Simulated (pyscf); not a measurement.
H₂B–OH + CH₄ → H₂B–O–CH₃ + H₂, a four-centre exchange (singlet surface; H–O, C–H broken, C–O, H–H formed). PySCF, gas phase, ωB97X-D3(BJ)/def2-SVP geometries. Energies in kcal/mol from the separated reactants.

AM1 to PM7: differences of heats of formation from MOPAC, which are fitted to 298 K values and so differ in kind from electronic energies by zero-point and thermal terms. 

Task: Quick PM3 single points give ΔE‡ = 109.1 kcal/mol and ΔE = +7.6 kcal/mol. What does ωB97M-D3(BJ)/def2-TZVP give, and how far is the quick result from it?

Result: ωB97M-D3(BJ)/def2-TZVP gives ΔE‡ = 117.4 kcal/mol and ΔE = +27.7 kcal/mol. PM3 lies 8.4 kcal/mol under it in the barrier and 20.1 kcal/mol under it in the reaction energy, so on this step it does not hold to within 3.0 kcal/mol. ωB97M-D3(BJ)/def2-TZVP has limits of its own. The same reactants have a lower exit, to H₃C–BH–OH + H₂ (barrier +45.0 kcal/mol at ωB97M-D3(BJ)/def2-TZVP, against +117.4 kcal/mol here). H₂B–O–CH₃ lies 23.5 kcal/mol over its isomer H₃C–BH–OH (electronic energy, ωB97M-D3(BJ)/def2-TZVP). This is the saddle that the search found; another between the same sides may lie lower.
